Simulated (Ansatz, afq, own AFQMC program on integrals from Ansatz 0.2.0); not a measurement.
C₂H₄⁺, doublet in def2-TZVP, levels against CCSDT(Q)

```xyz
6

C    -0.0879   -0.6436   -0.1436
C     0.0879    0.6436    0.1436
H     0.0325   -1.4236    0.6145
H    -0.3604   -0.9761   -1.1500
H    -0.0325    1.4236   -0.6145
H     0.3604    0.9761    1.1500
```

Connectivity, by distances: CH2–CH2.

Basis def2-TZVP. Only valence electrons are correlated. Ansatz 0.2.0 and our own AFQMC program on the same integrals; the CISD trial comes from CCSD amplitudes, and released means the phaseless constraint is let go. Error bars are statistical, one sigma.

Determinant: UHF, the one that the program's search chose, which needn't be the lowest solution. The geometry is a PBE0/def2-SVP stationary point of this or a neighbouring charge and spin state.

No full CI on the walks' own integrals is used here; CCSDT(Q) serves as the reference and is uncertain by about the last step of the cluster series.

The T1 diagnostic is 0.0074 and the weight of the determinant in the CISD state is 0.903. The ⟨S²⟩ of the determinant is 0.755 and the size of the correlated space is 11 electrons in 84 orbitals.

```json
{"level": "MP2", "correlation energy (eV)": "-7.0977"}
{"level": "CCSD", "correlation energy (eV)": "-7.9950"}
{"level": "CCSD(T)", "correlation energy (eV)": "-8.2291"}
```

Estimate where phaseless AFQMC with a CISD trial lies against CCSD(T) on the same integrals.

0.46 ± 0.11 kcal/mol below CCSD(T).

Reference: CCSDT(Q), correlation energy -8.258 eV. The released energy is read at 2.40 1/Eh (meV from the phaseless value at times in 1/Eh: -7 ± 4 at 0.24, -9 ± 3 at 0.51, -15 ± 5 at 0.99, -11 ± 4 at 1.62, -18 ± 8 at 2.40).

| level | E − E(reference) (kcal/mol) | share of correlation (%) |
| --- | --- | --- |
| CCSD(T) | 0.66 | 99.65 |
| CCSDT | 0.17 | 99.91 |
| ph-AFQMC/CISD | 0.20 ± 0.11 | 99.89 |
| released AFQMC | -0.22 ± 0.18 | 100.11 |

A walk keeps the symmetry of its determinant, which the program's search chose and which needn't be the lowest solution, so a lower state of the same spin and another symmetry isn't excluded. Released energies are given only where the last usable release times agree within the noise; a slower fall can still hide under it.
